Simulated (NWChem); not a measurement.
Molecule: SiF$_{4}$; SMILES [Si](F)(F)(F)F

Results from NWChem. Medium grid unless said otherwise, to which SCAN and Minnesota functionals are sensitive. All runs use the structure optimised with PBE0/def2-SVP. Total energies of different functionals are on different scales.

| level | energy (Ha) | highest occupied level (eV) | orbital gap (eV) |
|---|---|---|---|
| LDA (Slater exchange, VWN5)/def2-TZVPD | -685.6797 | ? | 9.29 |
| PBE/def2-TZVPD | -688.8123 | -10.66 | 9.23 |
| BLYP/def2-TZVPD | -689.3157 | -10.60 | 9.15 |
| TPSS/def2-TZVPD | -689.3742 | -10.78 | 9.56 |
| r2SCAN/def2-TZVPD | -689.1585 | -11.18 | 10.41 |
| B3LYP/def2-TZVPD | -689.3589 | -12.50 | 11.56 |
| PBE0/def2-TZVPD | -688.8370 | -12.82 | 12.24 |
| M06-2X/def2-TZVPD | -689.1978 | -15.03 | 14.75 |
| CAM-B3LYP/def2-TZVPD | -689.2690 | -14.41 | 14.44 |
| Hartree-Fock/def2-TZVPD | -687.1761 | -18.48 | 19.85 |

Task: Some entries are withheld; supply them.

Result: 
- LDA (Slater exchange, VWN5)/def2-TZVPD, highest occupied level (eV): -10.92
